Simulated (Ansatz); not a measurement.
# C₃H₆FN: one species, many methods

Aim: compute C₃H₆FN with functionals from several rungs and with coupled cluster, and see how far each lands from CCSD(T) at the basis-set limit for the atomisation energy.

Method: functionals in def2-TZVPP, the program's frozen cores in correlated methods; program: Ansatz 0.2.0, Gaussian basis.

Levels to be run: LDA (SPW92), PBE-D4, revPBE-D4, BLYP-D4, r2SCAN-D4, B97M-V, PBE0-D4, B3LYP-D4, r2SCANh-D4, r2SCAN0-D4, HSE06-D4, BHLYP-D4, CAM-B3LYP-D4, LC-ωPBE, ωB97X-V, ωB97M-V, B2PLYP, PBE-QIDH; CCSD(T)/def2-SVP; CCSD(T)/def2-TZVPP; MP2/def2-QZVPP; extrapolation to the limit; RPA on PBE.

## (1) Structure used throughout

An earlier PBE0-D4 in a triple-zeta def2 set relaxation fixed the geometry.

SMILES `CC(=N)CF`, 11 atoms, charge 0, spin multiplicity 1.

Atoms are counted from 1 here; the program's logs count them from 0.

Bond lengths: C1–C2 1.495 Å, C1–H6 1.088 Å, C1–H7 1.094 Å, C1–H8 1.094 Å, C2–N3 1.263 Å, C2–C4 1.506 Å, N3–H9 1.021 Å, C4–F5 1.374 Å, C4–H10 1.096 Å, C4–H11 1.096 Å. Angles: C2–C1–H6 109.5°, C2–C1–H7 110.9°, C2–C1–H8 110.9°, H6–C1–H7 109.2°, H6–C1–H8 109.2°, H7–C1–H8 107.0°, C1–C2–N3 121.1°, C1–C2–C4 114.9°, N3–C2–C4 124.0°, C2–N3–H9 110.1°, C2–C4–F5 111.5°, C2–C4–H10 110.1°, C2–C4–H11 110.1°, F5–C4–H10 108.4°, F5–C4–H11 108.4°, H10–C4–H11 108.2°.

As a file:

```
C    -0.8518   -0.1067    1.1252
C     0.0349    0.4279    0.0473
N     0.2811    1.6633   -0.0423
C     0.5888   -0.6107   -0.8915
F     1.3910   -0.0440   -1.8523
H    -1.1976    0.7136    1.7513
H    -0.3183   -0.8332    1.7457
H    -1.7170   -0.6233    0.6987
H     0.9010    1.8410   -0.8344
H    -0.2291   -1.1406   -1.3927
H     1.1825   -1.3443   -0.3344
```

## (2) LDA

This LDA is Slater exchange with PW92 correlation.

The input, in.yaml:

```yaml
crystal:
  periodic: [false, false, false]
  atoms:
    - {symbol: C, position_ang: [-0.851815, -0.106702, 1.125240]}
    - {symbol: C, position_ang: [0.034871, 0.427933, 0.047270]}
    - {symbol: N, position_ang: [0.281080, 1.663278, -0.042276]}
    - {symbol: C, position_ang: [0.588833, -0.610668, -0.891515]}
    - {symbol: F, position_ang: [1.391018, -0.044020, -1.852341]}
    - {symbol: H, position_ang: [-1.197624, 0.713608, 1.751342]}
    - {symbol: H, position_ang: [-0.318259, -0.833176, 1.745707]}
    - {symbol: H, position_ang: [-1.717049, -0.623335, 0.698714]}
    - {symbol: H, position_ang: [0.901008, 1.841021, -0.834376]}
    - {symbol: H, position_ang: [-0.229062, -1.140621, -1.392739]}
    - {symbol: H, position_ang: [1.182498, -1.344318, -0.334427]}
basis:
  gaussian: {orbitals: def2-TZVPP}
hamiltonian: {xc: lda}
output: {orbitals: {seedname: orbitals}}
```

After this run come: PBE-D4 (GGA); revPBE-D4 (GGA); BLYP-D4 (GGA); r2SCAN-D4 (meta-GGA); B97M-V (meta-GGA); PBE0-D4 (hybrid); B3LYP-D4 (hybrid); r2SCANh-D4 (hybrid); r2SCAN0-D4 (hybrid); HSE06-D4 (hybrid); BHLYP-D4 (hybrid); CAM-B3LYP-D4 (range-separated); LC-ωPBE (range-separated); ωB97X-V (range-separated); ωB97M-V (range-separated); B2PLYP (double hybrid); PBE-QIDH (double hybrid); CCSD(T) in def2-SVP; CCSD(T) in def2-TZVPP; MP2 in def2-QZVPP; RPA on PBE orbitals.

Q: Predict the results of all the runs planned. Wanted: atomisation energy, CCSD(T)/CBS; farthest beyond LDA; mean size of error, GGA; mean size of error, meta-GGA; mean size of error, hybrid; mean size of error, range-separated; mean size of error, double hybrid; gap, smallest and largest; T1 diagnostic.

As calculated:

| quantity | value |
| --- | --- |
| atomisation energy, CCSD(T)/CBS | 45.289 eV |
| functionals within 0.226 eV (0.5 %) | r2SCAN-D4, B97M-V, B3LYP-D4, r2SCANh-D4, LC-ωPBE, ωB97X-V, PBE-QIDH |
| farthest beyond LDA | PBE-D4 (+1.484 eV) |
| mean size of error, GGA | 0.684 eV |
| mean size of error, meta-GGA | 0.112 eV |
| mean size of error, hybrid | 0.562 eV |
| mean size of error, range-separated | 0.228 eV |
| mean size of error, double hybrid | 0.253 eV |
| gap, smallest and largest | 4.86 eV (LDA (SPW92)), 12.89 eV (LC-ωPBE) |
| T1 diagnostic | 0.0116 |
| triples share of the correlation energy | 3.8 % |

LDA overbinds by 7.256 eV (16 %). PBE-D4 misses by +1.484 eV. Double hybrids carry the basis error of their MP2 part in triple zeta, and no dispersion term here, so their miss is partly the set-up's. Taken by rung, meta-GGA functionals do best (0.112 eV on average) and GGA ones worst beyond LDA (0.684 eV). The reference freezes the cores and leaves out relativity and excitations past (T), so misses under about 0.226 eV can't be ranked. Hartree-Fock recovers 71 % of the binding; the rest is correlation. CCSD(T) in def2-SVP is off by -2.113 eV, so the small basis spoils what the method gains. Orbital gaps span 4.9 to 12.9 eV; exact exchange widens them.
